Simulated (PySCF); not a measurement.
C4H6O2.
Z-matrix (Å and degrees, PBE0-D3(BJ)/def2-SVP geometry), rows numbered from 1:
```
C 
C   1  1.5143
C   2  1.4994  1  113.46
O   3  1.2070  2  125.10  1     1.07
C   3  1.5304  2  117.00  1  -179.04
O   5  1.1995  3  123.43  2    -0.48
H   1  1.0997  2  111.04  3    60.34
H   1  1.0991  2  110.94  3  -179.19
H   1  1.0997  2  111.04  3   -58.66
H   2  1.1050  1  112.42  3   121.62
H   2  1.1047  1  112.42  3  -121.84
H   5  1.1191  3  112.90  2   179.61
```

Method: PySCF 2.14.0, density-fitted response routines, TDDFT CAM-B3LYP/def2-SVPD, vertical, gas phase, core orbitals frozen in the response.

Frontier orbitals with the atoms that hold most of them (Löwdin shares over 4%, at most four atoms; ? is withheld):

```
orbital  ε (eV)                           atoms
 HOMO-3  -12.17   C1 37%, C2 16%, H8 12%, H9 8%
 HOMO-2  -11.57  C1 24%, C2 23%, H7 10%, H9 10%
 HOMO-1  -10.95                               ?
   HOMO       ?  O4 32%, O6 27%, C5 13%, C3 12%
   LUMO   -1.60                               ?
 LUMO+1    1.17  C1 18%, C2 16%, C3 13%, C5 12%
 LUMO+2    1.67  C3 25%, C5 18%, O4 17%, O6 13%
```

Question: Which atoms hold the HOMO-1, and with what shares?

Answer: O6 (bonded to C) 37%; O4 (bonded to C) 35%; C5 (bonded to C, O and H) 10%; C3 (bonded to 2 C and O) 8%. By element: oxygen 73%, carbon 18% or more.

Question: Give the leading atoms of the LUMO.

Answer: O6 (bonded to C) 25%; C5 (bonded to C, O and H) 25%; O4 (bonded to C) 22%; C3 (bonded to 2 C and O) 20%. By element: oxygen 47%, carbon 45% or more.

Question: What is the HOMO energy, and the HOMO–LUMO gap?

Answer: ε(HOMO) = -9.03 eV; the gap is 7.44 eV (0.2733 hartree).

Question: How does S1 compare with the orbital gap of 7.44 eV?

Answer: S1 is at 2.86 eV (f = 0.0001), 4.58 eV below the gap, made of HOMO→LUMO (97%). 

Question: Give energy, strength and leading configuration of S1, S2, S4 and S5, and follow the Löwdin shares of the leading atoms from the occupied to the empty orbital.

Answer: 
- S1 (2.86 eV, f 0.0001), HOMO→LUMO (97%): O4 32% → 22%, O6 27% → 25%, C5 13% → 25%
- S2 (4.52 eV, f 0.0001), HOMO-1→LUMO (86%): O6 37% → 25%, O4 35% → 22%, C5 10% → 25%
- S4 (6.98 eV, f 0.044), HOMO-2→LUMO (96%): C1 24% → at most 8%, C2 23% → at most 8%, O6 at most 10% → 25%, C5 at most 10% → 25%
- S5 (7.26 eV, f 0.017), HOMO→LUMO+1 (84%): O4 32% → at most 12%, O6 27% → at most 12%, C1 at most 13% → 18%, C2 at most 13% → 16%

One conformer stands for the species.
